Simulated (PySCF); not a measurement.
# Protonation sites of isocyanic acid

Parent: isocyanic acid, `N=C=O` (CHNO). Non-hydrogen atoms are numbered in `[NH:1]=[C:2]=[O:3]`.

Level of theory: ωB97X-D3(BJ)/def2-TZVP single points in PySCF, grid level 2; every species was optimised with PBE0-D3(BJ)/def2-SVP. Thermal corrections: PBE0-D3(BJ)/def2-SVP frequencies, unscaled, ideal gas at 298.15 K and 1 bar, quasi-RRHO entropy.

```
                site     product  PA / eV  GB / eV  gas share
 N1 (imine nitrogen)  [NH2+]=C=O     7.59     7.26   > 99.9 %
O3 (carbonyl oxygen)   N=C=[OH+]     6.83     6.51    < 0.1 %
```

PA is −ΔH and GB is −ΔG of B + H⁺ → BH⁺ in the gas phase. Shares are Boltzmann weights among the listed products; an error of 10 kJ/mol changes a ratio about 56-fold.

Of the listed sites N1 (imine nitrogen) is favoured in the gas phase, 0.75 eV ahead of O3 in free energy.

Measured values (NIST Chemistry WebBook, evaluated or the median of agreeing entries): proton affinity (−ΔH) 753 kJ/mol (computed 732, difference -20); gas-phase basicity (−ΔG) 719 kJ/mol (computed 701, difference -18). These are compared with the most favourable site that keeps the skeleton.

Differences come from unrounded values, so a last digit can differ from that of the printed terms.
